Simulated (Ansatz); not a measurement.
Relaxed structures of CH6NSi (charge -1), singlet (PBE0-D4/def2-TZVPD; forces vanish, vibrations not checked; lower isomers may exist, and structures with a doubtful reference or unclear bonds are left out; Å). Computed with Ansatz 0.2.0 (basis: def2-TZVPPD); correlated methods freeze the cores.

Problem. Rank them by CCSD(T) energy, lowest first, and give each one's height above the lowest. Links in brackets join atoms within 1.22 times the sum of their covalent radii (1.1 for two metals). (Judge from chemistry; the value comes from the calculation.)
A.
CH₆NSi ([NH3][CH][SiH2]), total charge -1
```
9
angstrom
C 0.6839 -0.0511 -0.2602
N -0.3832 0.8252 -0.9102
Si -0.2207 -1.0783 1.0051
H -1.2705 0.3036 -0.7325
H -0.2457 0.9458 -1.9098
H -0.5265 1.7650 -0.4971
H 1.4540 0.6385 0.1028
H 0.1850 -2.5440 0.8481
H 0.4191 -0.8649 2.3904
```
B.
CH₆NSi ([CH2][NH2][SiH2]), total charge -1
```
9
angstrom
C -0.4200 0.9153 -0.8108
N 0.3859 -0.2847 -0.3848
Si -0.3969 -1.3520 1.0206
H -1.4402 0.5353 -0.9709
H -0.0403 1.2129 -1.8055
H 0.6065 -0.9564 -1.1279
H 1.2783 0.0340 -0.0293
H 0.8407 -2.2926 1.0193
H 0.1708 -0.4813 2.1481
```
C.
CH₆NSi ([CH2]1[NH][SiH3]1), total charge -1
```
9
angstrom
C -0.5459 0.2450 -0.5611
N 0.6965 -0.5706 -0.6804
Si 0.0004 -1.0785 0.8089
H -1.2114 0.1722 -1.4357
H -0.3832 1.3029 -0.3010
H -1.1333 -2.0876 0.8242
H 1.5773 -0.1522 -0.9519
H 1.1003 -2.0544 1.3837
H -0.1003 -0.2013 2.0512
```
D.
CH₆NSi ([CH3][NH2][SiH]), total charge -1
```
9
angstrom
C -0.4039 0.8184 -0.8385
N 0.3658 -0.3268 -0.3341
Si -0.4315 -1.3622 1.2266
H -1.4012 0.4607 -1.1011
H 0.0765 1.3098 -1.7081
H -0.5211 1.5308 -0.0215
H 1.2828 -0.0418 -0.0103
H 0.5066 -1.0142 -1.0653
H 0.2076 -0.2924 2.1566
```
E.
CH₆NSi ([CH3][NH][SiH2]), total charge -1
```
9
angstrom
C -0.4030 0.8537 -0.8259
N 0.3871 -0.2463 -0.3467
Si -0.3336 -1.3025 0.9533
H -1.4266 0.5006 -1.0024
H -0.0233 1.2570 -1.7797
H -0.4895 1.7117 -0.1282
H 1.3359 0.0537 -0.1626
H 0.8478 -2.2919 1.0457
H 0.1052 -0.5359 2.2464
```

Solution. The calculation gives: E (0.00 kcal/mol), C (21.76 kcal/mol), B (43.88 kcal/mol), D (50.80 kcal/mol), A (73.50 kcal/mol). Heights count from the lowest.

No T1 diagnostic of these runs exceeds 0.025. The highest PBE0 orbital of the anion lies well above zero, so the extra electron may be unbound in the gas phase. The restricted Hartree–Fock reference is unstable towards an unrestricted one at one or more of these structures.

For scale, one of the runs: CCSD(T)/def2-TZVPPD, 224 basis functions, launched by `ansatz run in.yaml --threads 2 --pin off --events-out ev --progress --plain --max-ram 4352MiB`. The run took 2.1 min on 2 CPU threads of an Arm Neoverse V2 (shared host), with 3.6 GiB of host memory at its peak.
